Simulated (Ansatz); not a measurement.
C4H6ClF, SMILES C=CC(C)(F)Cl, a ranking of conformers

Program: Ansatz's Python interface.

Notebook, run cell by cell (the value of a cell's last expression is shown):

In [1]:
```python
import ansatz as az
from rdkit import Chem
from rdkit.Chem import AllChem

rd = Chem.AddHs(Chem.MolFromSmiles('C=CC(C)(F)Cl'))
ids = list(AllChem.EmbedMultipleConfs(rd, numConfs=20, randomSeed=565, pruneRmsThresh=0.4))
field = [energy for _, energy in AllChem.MMFFOptimizeMoleculeConfs(rd)]
distinct = {round(e, 2): i for i, e in zip(ids, field)}
chosen = sorted(distinct.items())[:3]
found = []
for force_field, index in chosen:
    molecule = az.Crystal.molecule()
    for atom, xyz in zip(rd.GetAtoms(), rd.GetConformer(index).GetPositions()):
        molecule = molecule.atom(atom.GetSymbol(), xyz.round(5).tolist())
    model = (
        molecule.calculation()
        .basis(gaussian='6-31G*')
        .functional('hf')
    )
    found.append(model.run(threads=1).report['free_energy_ev'])
print('conformer   MMFF (kcal/mol)   this level (eV)')
for (force_field, index), e in zip(chosen, found):
    print(f'{index:9d} {force_field - chosen[0][0]:17.2f} {(e - min(found)):17.3f}')
```
```text
conformer   MMFF (kcal/mol)   this level (eV)
        3              0.00             0.000
        4              0.97             0.066
        1              2.60             0.091
```

These settings explore the input space; basis and method may be short of convergence. The conformers keep their force-field geometries. Hardware and time: 5.4 s on 1 thread of Arm Neoverse V2, with other jobs on the host, peak memory 0.32 GiB.
